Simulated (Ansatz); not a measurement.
A made-up structure of SiH3O2, doublet:

O1  (-1.186, -0.443, -0.203)
Si2  (0.359, 0.083, -0.457)
O3  (1.071, 0.255, 1.011)
H4  (1.502, -0.271, -1.222)
H5  (0.394, 1.459, -1.044)
H6  (0.988, -0.475, 1.627)
(Å)

It is relaxed with PBE-D4/def2-SVP and then PBE0-D4/def2-TZVP (Ansatz 0.2.0). Atoms count as bonded within 1.22 times the sum of their covalent radii (H–H: 0.88 Å). The end point is not checked to be a true minimum.

(1) Does its bonding change? (Judge from chemistry; the calculation decides.)

Results:

(1) The calculation gives: No: no bond forms or breaks.

Where it ends: The first stage lowers the energy by 0.77 eV in 11 steps. It ends as SiH₃O₂ ([O][SiH2][OH]):
O1  (-1.021, -0.540, -0.570)
Si2  (0.419, 0.237, -0.381)
O3  (1.007, 0.360, 1.137)
H4  (1.254, -0.642, -1.254)
H5  (0.313, 1.631, -0.864)
H6  (1.155, -0.439, 1.644)
(Å)

Labels in which every atom is bracketed show which atoms are joined, not bond orders.

For scale, one of the runs: PBE0-D4/def2-TZVP relaxation, 117 basis functions, launched by `ansatz run in.yaml --threads 2 --pin off --events-out ev --progress --plain --max-ram 4352MiB`. Hardware: 2 CPU threads of an Intel Xeon Platinum 8375C, shared host. Wall time about 43 s.
